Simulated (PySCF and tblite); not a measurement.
The numbers below are computed, except where a source is named.
C4H6O, numbered as in [CH2:1]=[C:2]1[CH2:3][C@@H:4]1[OH:5].

Free energies: CAM-B3LYP-D3(BJ)/pcSseg-1 (IEF-PCM, acetone) on GFN2-xTB structures plus GFN2-xTB thermal terms, symmetry and mirror images included. Conformers within 3 kcal/mol (GFN2-xTB free energy) were kept, 10 at most. Couplings: B3LYP/pcJ-1 (gas phase; spin-dipole term only for pairs with B, N, F, Si or P). Couplings are for ¹³C, ¹H, ¹⁷O. Of two unlike H on one atom, a is the less shielded (CAM-B3LYP/pcSseg-1 (IEF-PCM, acetone)). Codes: tblite and PySCF.

Torsions listed: C3–C4–O5–H5.

| conformer | shape | weight % |
| --- | --- | --- |
| 1 | 75° | 80.0 |
| 2 | -43° | 20.0 |

Q: Give the couplings in each conformer and the averages at 298.15 K (pairs that fast motion interchanges averaged).

A: 
| coupling | pairs | 1 | 2 | average (Hz) |
| --- | --- | --- | --- | --- |
| ¹J(C1,C2) | 1 | 107.4 | 103.2 | 106.5 |
| ³J(C1,O5) | 1 | 0.0 | -0.3 | -0.1 |
| ¹J(C1,H1b) | 1 | 167.1 | 166.8 | 167.0 |
| ¹J(C1,H1a) | 1 | 168.6 | 167.6 | 168.4 |
| ³J(C1,H3b) | 1 | 3.9 | 3.8 | 3.9 |
| ³J(C1,H3a) | 1 | 3.4 | 3.4 | 3.4 |
| ³J(C1,H4) | 1 | 1.8 | 1.7 | 1.8 |
| ¹J(C2,C3) | 1 | 24.9 | 20.0 | 23.9 |
| ¹J(C2,C4) | 1 | 33.5 | 28.2 | 32.5 |
| ²J(C2,O5) | 1 | -5.2 | 1.1 | -3.9 |
| ²J(H1b,C2) | 1 | -1.8 | -2.4 | -1.9 |
| ²J(H1a,C2) | 1 | -1.5 | -0.7 | -1.3 |
| ²J(C2,H3b) | 1 | -5.6 | -5.4 | -5.6 |
| ²J(C2,H3a) | 1 | -5.9 | -6.2 | -6.0 |
| ²J(C2,H4) | 1 | -1.2 | -1.5 | -1.2 |
| ³J(C2,H5) | 1 | 8.6 | 1.9 | 7.2 |
| ¹J(C3,C4) | 1 | 10.2 | 12.4 | 10.6 |
| ²J(C3,O5) | 1 | 0.4 | -0.5 | 0.2 |
| ³J(H1b,C3) | 1 | 5.3 | 6.1 | 5.4 |
| ³J(H1a,C3) | 1 | 10.0 | 10.7 | 10.2 |
| ¹J(C3,H3b) | 1 | 166.6 | 163.8 | 166.0 |
| ¹J(C3,H3a) | 1 | 164.7 | 165.2 | 164.8 |
| ²J(C3,H4) | 1 | 2.2 | 0.1 | 1.8 |
| ³J(C3,H5) | 1 | 2.1 | 0.2 | 1.7 |
| ¹J(C4,O5) | 1 | 24.2 | 25.9 | 24.5 |
| ³J(H1b,C4) | 1 | 11.6 | 11.0 | 11.5 |
| ³J(H1a,C4) | 1 | 5.9 | 5.5 | 5.8 |
| ²J(H3b,C4) | 1 | -2.8 | -3.2 | -2.9 |
| ²J(H3a,C4) | 1 | -0.5 | -0.8 | -0.5 |
| ¹J(C4,H4) | 1 | 185.4 | 190.6 | 186.4 |
| ²J(C4,H5) | 1 | -2.9 | -3.9 | -3.1 |
| ³J(H3b,O5) | 1 | -3.1 | -1.1 | -2.7 |
| ³J(H3a,O5) | 1 | 2.5 | -0.3 | 1.9 |
| ²J(H4,O5) | 1 | -5.5 | -19.2 | -8.3 |
| ¹J(O5,H5) | 1 | -70.3 | -73.3 | -70.9 |
| ²J(H1b,H1a) | 1 | -0.7 | -0.4 | -0.6 |
| ⁴J(H1b,H3b) | 1 | -3.2 | -2.9 | -3.1 |
| ⁴J(H1b,H3a) | 1 | -2.7 | -2.9 | -2.8 |
| ⁴J(H1b,H4) | 1 | -2.1 | -2.1 | -2.1 |
| ⁵J(H1b,H5) | 1 | 1.1 | 0.2 | 1.0 |
| ⁴J(H1a,H3b) | 1 | -3.9 | -3.8 | -3.9 |
| ⁴J(H1a,H3a) | 1 | -3.5 | -3.5 | -3.5 |
| ⁴J(H1a,H4) | 1 | -1.3 | -1.5 | -1.4 |
| ²J(H3b,H3a) | 1 | -12.9 | -14.2 | -13.1 |
| ³J(H3b,H4) | 1 | 3.3 | 3.6 | 3.3 |
| ³J(H3a,H4) | 1 | 7.2 | 8.6 | 7.5 |
| ⁴J(H3a,H5) | 1 | -1.0 | 0.0 | -0.8 |
| ³J(H4,H5) | 1 | -0.3 | 15.3 | 2.8 |
